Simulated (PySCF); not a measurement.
From computed data to an observable: dipole moment from atomic charges

difluoromethane (CH2F2), SMILES C(F)F. Atoms are numbered in the order given.

```xyz
5

F     -1.1064     0.0000     0.2914
C      0.0000     0.0000    -0.5066
F      1.1064     0.0000     0.2914
H      0.0000     0.9148    -1.1025
H      0.0000    -0.9148    -1.1025
```
Charge 0, spin multiplicity 1.

The structure is a stationary point at TPSSh-D3(BJ)/def2-TZVP.

Charges (e) from CAM-B3LYP/def2-TZVPD (PySCF):

```
atom     IAO  ESP fit
----  ------  -------
F1    -0.318   -0.212
C2     0.335    0.255
F3    -0.318   -0.212
H4     0.151    0.085
H5     0.151    0.085
```

The dipole moment of the full density is 2.03 D.

### Question
What dipole moment does each set of point charges give, and which comes closer to that of the density?

### Answer

μ = Σ q r, and 1 e Å = 4.8032 D.
IAO: Σ q r = (0.000, 0.000, -0.688) e Å, |μ| = 3.30 D.
ESP fit: Σ q r = (0.000, 0.000, -0.440) e Å, |μ| = 2.11 D.
ESP fit comes closer in size. Point charges leave out the atoms' own dipoles (lone pairs, polarised bonds); fits to the potential absorb them, partitions of the density don't.
